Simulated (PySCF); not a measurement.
**Stationary points of CF₃**

Level of theory: PySCF, PBE0, basis C def2-TZVP, F def2-TZVP (no relativity, density fitting).

Relaxations began from a few typed shapes; open shells are unrestricted. The search is not exhaustive: other isomers or separated fragments can lie lower, and high-lying points may rest on an excited occupation.

| spin | group | bonds | angles | imaginary modes (cm⁻¹) | ΔE (kJ/mol) | ΔE with ZPE (kJ/mol) |
| --- | --- | --- | --- | --- | --- | --- |
| doublet | C3v | C–F 1.313 Å (×3) | F–C–F 111.4° (×3) | none | 0.0 | 0.0 |
| doublet | D3h | C–F 1.308 Å (×3) | F–C–F 120.0° (×3) | 1163i | 109.4 | – |

The lowest minimum found is the doublet C3v: C–F 1.313 Å (×3); F–C–F 111.4° (×3).
